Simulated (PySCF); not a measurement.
Cartesian coordinates (Å):
```xyz
3

N     -0.0003     0.4222     0.0000
H      0.8071    -0.2108     0.0000
H     -0.8068    -0.2119     0.0000
```
Charge 0, spin multiplicity 2.

**Question.** Estimate the highest occupied spin orbital, total energy and dipole moment that PySCF 2.14.0 with CAM-B3LYP-D3(BJ)/def2-TZVP returns for this input.

**Answer.** 
The highest occupied spin orbital is -10.18 eV. The total energy is -55.8756 Ha and the dipole moment is 0.413 e·Å.
